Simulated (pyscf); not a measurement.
# Substitution at C: H₃C–Cl (SMILES CCl) + CH₃• (SMILES [CH3]) → H₃C–CH₃ (SMILES CC) + Cl• (SMILES [Cl])

Gas phase, doublet surface, charge 0. Bonds broken: C1–Cl2. Bonds formed: C1–C6. PySCF, gas phase, ωB97X-D3(BJ)/def2-SVP geometries. MP2 and CC: frozen core, UHF for open shells. ΔMP2 is the change of the MP2 total energy from the triple- to the quadruple-zeta basis.

Transition state (Å):

```xyz
9

C     -0.0747     0.2675    -0.5726
Cl    -0.9689    -0.6386    -2.2579
H     -0.7804     1.0963    -0.5900
H      0.8847     0.3620    -1.0785
H     -0.2739    -0.6006     0.0534
C      0.7876     1.1409     1.0550
H     -0.0270     1.1750     1.7862
H      1.1078     2.1180     0.6780
H      1.6038     0.4560     1.3079
```

One imaginary mode, 958i cm⁻¹; descent along it reached the two sides named.

| bond | change | reactant side (Å) | saddle | product side |
|---|---|---|---|---|
| C1–Cl2 | breaks | 1.779 | 2.112 | 3.2 |
| C1–C6 | forms | 3.4 | 2.038 | 1.528 |

Electronic energies relative to the separated reactants (kcal/mol):

| level | barrier | reaction energy | reverse barrier |
|---|---|---|---|
| ωB97X-D3(BJ)/def2-TZVP | 24.8 | -10.1 | 34.9 |
| PBE/def2-TZVP | 16.7 | -7.2 | 23.9 |
| r²SCAN/def2-TZVP | 19.7 | -5.3 | 25.0 |
| B3LYP-D3(BJ)/def2-TZVP | 19.8 | -9.5 | 29.4 |
| PBE0-D3(BJ)/def2-TZVP | 21.2 | -8.7 | 29.9 |
| M06-2X/def2-TZVP | 23.6 | -9.6 | 33.2 |
| ωB97M-D3(BJ)/def2-TZVP | 24.4 | -10.1 | 34.5 |
| HF/def2-TZVP | 38.3 | -12.3 | 50.6 |
| MP2/def2-QZVPP | 28.1 | -9.0 | 37.0 |
| CCSD/def2-TZVPP | 27.8 | -12.0 | 39.8 |
| CCSD(T)/def2-TZVPP | 25.1 | -11.3 | 36.4 |
| CCSD(T)/def2-TZVPP + ΔMP2(QZVPP) | 24.7 | -10.2 | 34.9 |

With CCSD(T)/def2-TZVPP + ΔMP2(QZVPP) energies and thermal terms (ideal gas, 1 atm, RRHO with modes under 100 cm⁻¹ raised to 100, one conformer, R ln 2 for chiral ones without a mode under 150 cm⁻¹), in kcal/mol:

```csv
T (K),ΔH‡,ΔG‡,ΔH,ΔG
298,26.3,35.8,-6.4,-3.3
600,26.5,45.5,-6.7,0.0
900,26.9,54.9,-6.4,+3.3
1200,27.5,64.1,-5.9,+6.4
```

The same reactants have a lower exit, to •H₂C–Cl + CH₄ (barrier +13.7 kcal/mol at ωB97M-D3(BJ), against +24.4 kcal/mol here). One saddle was located; it need not be the lowest between these sides. The angle at the attacked C is 180°. The CCSD(T) − MP2 part came from Ansatz, without density fitting, on the same reference. A UHF reference is spin-contaminated (<S²> up to 0.85), which harms MP2 most. Left out: orbital degeneracy and the spin-orbit lowering of Cl.
